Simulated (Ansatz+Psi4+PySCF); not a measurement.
# doublet BO2: levels of theory in one basis

```yaml
atoms:
  - { symbol: B, position_ang: [0.0000, 0.0000, 0.0000] }
  - { symbol: O, position_ang: [0.0000, 1.3150, 0.0000] }
  - { symbol: O, position_ang: [0.0000, -1.2150, 0.0000] }
```

Basis set: cc-pVTZ (spherical functions). Correlated methods keep 3 orbitals frozen. Correlation on ROHF uses semicanonical orbitals with singles. Charge 0, multiplicity 2.

Computed with Ansatz (development build ahead of 0.2.0) and Psi4 1.11; each method stands on the lowest determinant of its kind that the runs found.

```tsv
method	E − E(ROHF) (eV)	<S²> of the determinant
ROHF	0.00	0.75
UHF	-0.19	0.80
ROHF-MP2	-13.87	–
UHF-MP2	-13.88	0.80
```
